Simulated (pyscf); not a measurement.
A first-order saddle from PySCF, ωB97X-D3(BJ)/def2-SVP:

```
Si
H 1 1.4882
Si 1 2.3169 2 110.83
H 3 1.4896 1 112.35 2 -170.77
H 3 1.4944 4 104.17 1 -127.26
H 3 1.7507 4 143.30 5 -89.66
B 6 1.2724 3 116.27 4 -57.54
Cl 7 1.7871 6 106.84 3 129.17
Cl 7 1.7976 6 107.36 3 -103.35
Cl 7 1.9244 6 101.24 3 12.53
Si 1 2.3313 2 115.97 3 122.57
H 11 1.4846 1 112.82 2 -50.13
H 11 1.4924 12 110.46 9 112.15
H 11 1.4931 12 109.97 13 119.75
Si 1 2.3383 2 111.44 3 -114.00
H 15 1.4914 1 110.05 2 -62.38
H 15 1.4923 16 109.35 1 -122.37
H 15 1.4928 16 109.12 17 -118.95
```

Surface: singlet, charge 0. Lowest wavenumbers (cm⁻¹): 302i, 46, 53, 61, 78.

Q: Which two sides does it connect, and which bonds change?

A: H₃Si–SiH(SiH₃)–SiH₃ + boron trichloride (Cl–B(Cl)–Cl) ⇌ H₃Si–SiH(SiH₃)–SiH₂–Cl + Cl–BH–Cl, a four-centre exchange read from left to right: H–Si, B–Cl broken and Cl–Si, B–H formed. At ωB97M-D3(BJ)/def2-TZVP it lies +18.9 kcal/mol from the left side and +23.1 kcal/mol from the right (each side as separated species at their lowest minima found). One saddle was located; it need not be the lowest between these sides.
